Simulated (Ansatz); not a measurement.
Problem. Name a neutral molecule of C, F, S and H with HOMO–LUMO gap (PBE/def2-TZVPP) between 4.25 and 4.55 eV and HOMO energy (B3LYP/def2-TZVPP) between -7.25 and -6.95 eV (Ansatz, PBE0-D4/def2-TZVP geometry).

Solution. `CC(F)SS` (4.41 eV, -7.10 eV). Other molecules can fit too; these were computed, each in one conformer that needn't be the lowest.

B3LYP here is the variant with VWN-RPA as its local correlation; programs differ in this.
